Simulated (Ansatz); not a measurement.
How far each method lies from UCCSDT(Q) for P–CH–P⁺, quintet

Geometry: that of the P–CH–P, quartet, kept fixed. The triplet lies 2.1 eV lower here.

```xyz
4

P     0.0000   -0.1426    1.5476
C     0.0000    0.5938    0.0000
P     0.0000   -0.1426   -1.5476
H     0.0000    1.6910    0.0000
```

Basis cc-pVDZ; Ansatz 0.2.0. Correlated methods freeze the noble-gas cores, which leaves 14 electrons in 44 orbitals. Prefix R: restricted or restricted open-shell reference; prefix U: unrestricted. Active spaces: valence = (10e, 11o, short of the full valence) chosen from the atoms' valence shells.

Full CI isn't at hand for all of this; UCCSDT(Q) serves as the reference, and is uncertain by about the last step of the cluster series. The frozen core follows each run's orbitals, which can shift R against U totals by a few meV.

For open shells CISD is restricted-active-space CI with the open shells as a complete middle space.

- UHF ⟨S²⟩: 6.047
- T1 diagnostic (RCCSD): 0.0221
- largest doubles amplitude (RCCSD): 0.034
- T1 diagnostic (UCCSD): 0.0211

```tsv
level	E − E(UCCSDT(Q)) (kJ/mol)	share of correlation (%)	wall time
RHF	844.7	0.00	–
UHF	812.9	3.76	–
RMP2	148.6	82.41	–
UMP2	156.1	81.52	–
CISD	112.7	86.66	23 s
RCCSD	32.8	96.12	–
UCCSD	32.0	96.21	–
RCCSD(T)	6.0	99.29	15 s
UCCSD(T)	6.1	99.28	17 s
BCCD(T)	5.9	99.30	14 s
RCCSDT	2.0	99.76	–
UCCSDT	1.9	99.77	–
RCCSDT(Q)	0.1	99.99	1.8 min
CASSCF (valence space)	635.5	24.77	–
NEVPT2 (valence space)	154.6	81.70	9 s
MRCISD (valence space)	70.6	91.65	–
MRCISD+Q (valence space)	5.7	99.32	18 s
```

The correlation energy at UCCSDT(Q), counted from RHF, is -8.755 eV. That run took 96 s on 1 thread of Arm Neoverse V1, shared host.

Times hold each run's SCF and search for its determinant on a shared host, so for small cases they say little of a method's own cost; they ran on 1 thread of Arm Neoverse V1.

Natural occupations of CASSCF (valence space) about the gap: 1.979 1.972 1.972 1.002 1.001 0.994 0.991 0.024 0.023 0.021; effectively unpaired electrons, Σ n²(2−n)², 4.02.
